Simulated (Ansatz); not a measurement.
Born–Oppenheimer molecular dynamics of H3S (4 atoms, charge 0, multiplicity 2). It starts from a rough guess of a transition structure, not a stationary point.

The calculation used UKS B3LYP/def2-SVP in Ansatz 0.2.0.

```yaml
ensemble: NVE (velocity Verlet)
time_step: 0.5 fs
steps_asked: 150
starting_velocities_drawn_for: 100 K
seed: 71921
```

First frame:

```xyz
4
Properties=species:S:1:pos:R:3
H -0.607 -0.258 -0.345
S 0.325 1.035 0.483
H -1.076 -0.989 -0.781
H 1.358 0.213 0.643
```

Task: How far do the bonds stretch over the last three quarters of this one trajectory? (Pairs bonded in most of those frames.)

Result: 
| bond | mean (Å) | spread (Å) | shortest | longest |
| --- | --- | --- | --- | --- |
| H1–H3 | 0.798 | 0.102 | 0.64 | 0.94 |
| S2–H4 | 1.362 | 0.029 | 1.32 | 1.40 |

Mean temperature of the second half: 1201 K. The conserved energy stayed within 3 meV per atom of its start (net change -0.045 meV per atom), so the integration is sound. The kinetic energy rose, since the run started high on the potential surface and went downhill. It ends in pieces (H2 + HS), so much of that is their flight and rotation, not heat. A run of 0.075 ps of so small a system gives no equilibrium averages.

The run took 2.7 min on 1 thread of Arm Neoverse V2, with other jobs on the host, peak memory 0.085 GiB.
